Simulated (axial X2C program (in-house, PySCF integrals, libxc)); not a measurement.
B₂ along the bond: r2SCAN0, two-component

Computed with an in-house relativistic program for diatomic molecules. Two-component (2c) means X2C with spin–orbit coupling and atomic mean-field two-electron Coulomb and Gaunt terms. Basis: B dyall-v3z [7s6p2d1f] (cores contracted in-house); Gaussian nuclei, density fitting, unrestricted open shells. Masses: B 11.009 u.

State: Ω = 2 (⟨Sz⟩ = 2.00, ⟨Lz⟩ = 0.00 at r2SCAN0).

Results along the bond:

| R (Å) | HOMO (eV) | LUMO (eV) |
| --- | --- | --- |
| 1.320 | -7.62 | -2.57 |
| 1.381 | -7.61 | -2.44 |
| 1.426 | -7.61 | -2.36 |
| 1.472 | -7.61 | -2.52 |
| 1.517 | -7.49 | -2.69 |
| 1.570 | -7.34 | -2.88 |
| 1.623 | -7.21 | -3.06 |
| 1.692 | -7.05 | -3.30 |
| 1.775 | -6.88 | -3.58 |
| 1.896 | -6.67 | -3.98 |

Occupations by symmetry block were frozen at the best pattern of an incomplete PBE0 search. Density functionals use the spin component along the axis (collinear). PBE0 can misorder states that lie within some tenths of an eV, so this need not be the ground state of the molecule. The nearest other 2c determinant of the search, Ω = 1, lies 0.60 eV up at the distance of the search. The spin of this state cannot come from the lowest atoms; the curve heads to a higher limit, and no De is given. With several unpaired electrons one determinant need not be a pure state. Open-shell Ω = 0 determinants with evenly filled partner blocks cannot be reached by this program, so the Ω shown need not be the lowest component.
